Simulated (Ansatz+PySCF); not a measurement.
## singlet C₃H₃(+): levels of theory in one basis

```yaml
atoms:
  - { symbol: C, position_ang: [0.7873, 0.0085, -0.0053] }
  - { symbol: C, position_ang: [-0.3898, 0.6838, -0.0090] }
  - { symbol: C, position_ang: [-0.3912, -0.6897, 0.0057] }
  - { symbol: H, position_ang: [1.8854, 0.0088, -0.0026] }
  - { symbol: H, position_ang: [-0.9362, 1.6327, -0.0083] }
  - { symbol: H, position_ang: [-0.9413, -1.6300, -0.0100] }
```

Basis set: def2-SVP (spherical functions). Correlated methods keep 3 orbitals frozen. Charge 1, multiplicity 1.

Computed with Ansatz (development build ahead of 0.2.0); each method stands on the lowest determinant of its kind that the runs found. NEVPT2 correlates all electrons. Active spaces start from the frontier orbitals, and the lowest solution found is given.

```
        method  E − E(RHF) (eV)  <S²> of the determinant
           RHF             0.00                     0.00
      RHF-CCSD           -10.25                        –
   RHF-CCSD(T)           -10.66                        –
   CASSCF(2,3)            -0.65                        –
SC-NEVPT2(2,3)            -9.94                        –
```

What does RHF-MP2 give on the same scale?

-9.58 eV.

Is a single determinant a sound starting point here?

By this sign, yes. Unrestricted orbitals gain 0.00 eV and <S²> is 0.00 against 0.00 for a pure state. The CASSCF(2,3) natural occupations are 1.95, 0.03, 0.03.
